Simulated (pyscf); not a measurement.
**Four-centre exchange: Cl–Sn(Cl)(Cl)–Cl + H₂O → HCl + HO–Sn(Cl)(Cl)–Cl**

Gas phase, singlet surface, charge 0. Bonds broken: Cl1–Sn2, O6–H7. Bonds formed: Cl1–H7, Sn2–O6. Single points on ωB97X-D3(BJ)/def2-SVP structures (PySCF, gas phase).

Transition state (Å):

```xyz
8

Cl    -2.4475     0.2864     1.3663
Sn    -0.1731     0.2846    -0.1512
Cl     0.1772     2.4415     0.5778
Cl    -1.4759    -0.0077    -2.0219
Cl     1.9595    -0.3494    -0.8430
O     -0.2935    -1.1931     1.2479
H     -1.4417    -0.7047     1.7051
H      0.5161    -1.5655     1.6259
```

One imaginary mode, 645i cm⁻¹; descent along it reached the two sides named, in the forms told below.

```json
[
 {"bond": "Cl1–Sn2", "change": "breaks", "reactant side (Å)": "2.330", "saddle": "2.7", "product side": "3.1"},
 {"bond": "O6–H7", "change": "breaks", "reactant side (Å)": "0.970", "saddle": "1.329", "product side": "1.877"},
 {"bond": "Cl1–H7", "change": "forms", "reactant side (Å)": "2.6", "saddle": "1.452", "product side": "1.301"},
 {"bond": "Sn2–O6", "change": "forms", "reactant side (Å)": "2.416", "saddle": "2.038", "product side": "1.975"}
]
```

Electronic energies relative to the separated reactants (eV):

```csv
level,barrier,reaction energy,reverse barrier
ωB97X-D3(BJ)/def2-TZVP,0.70,+0.69,0.01
PBE/def2-TZVP,0.59,+0.57,0.02
r²SCAN/def2-TZVP,0.56,+0.58,-0.02
B3LYP-D3(BJ)/def2-TZVP,0.68,+0.62,0.07
PBE0-D3(BJ)/def2-TZVP,0.64,+0.65,-0.01
M06-2X/def2-TZVP,0.63,+0.59,0.04
ωB97M-D3(BJ)/def2-TZVP,0.73,+0.59,0.14
HF/def2-TZVP,1.41,+0.65,0.76
```

With ωB97M-D3(BJ)/def2-TZVP energies and thermal terms (ideal gas, 1 atm, RRHO with modes under 100 cm⁻¹ raised to 100, one conformer, R ln 2 for rigid chiral ones), in eV:

```
T (K)   ΔH‡   ΔG‡     ΔH     ΔG
-----  ----  ----  -----  -----
298    0.62  1.05  +0.52  +0.45
600    0.64  1.47  +0.53  +0.37
900    0.67  1.89  +0.55  +0.29
1200   0.71  2.28  +0.58  +0.20
```

On the reactant side the descent ends in an adduct with a O–Sn contact (not fully relaxed), 0.42 eV under the separated species and 1.12 eV under the saddle at ωB97X-D3(BJ)/def2-TZVP. On the product side the descent ends in a complex, 0.23 eV under the separated species and 0.24 eV under the saddle at ωB97X-D3(BJ)/def2-TZVP. At r²SCAN, PBE0-D3(BJ) the saddle lies under the separated products, which points to a path from their complex (located at ωB97X-D3(BJ) alone), and parting the products costs more than the saddle. What is counted as formed (O–Sn) is already present as a longer contact in the reactant adduct; forming that adduct is a step of its own. This is the saddle that the search found; another between the same sides may lie lower. Elements past Kr carry the def2 core potentials, without spin-orbit coupling.
